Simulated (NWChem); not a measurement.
# hydroxide (OH anion); SMILES [OH-]

All runs: NWChem. Sets without diffuse functions describe the anion's extra electron poorly. Structure relaxed at the B3LYP/def2-SVPD level.

Problem. Order these by “orbital gap (eV)”, lowest first: Hartree-Fock/def2-QZVP; Hartree-Fock/def2-SVP; Hartree-Fock/def2-SVPD; Hartree-Fock/def2-TZVP.

Solution. Hartree-Fock/def2-SVPD (11.66), Hartree-Fock/def2-QZVP (12.09), Hartree-Fock/def2-TZVP (13.14), Hartree-Fock/def2-SVP (14.50)
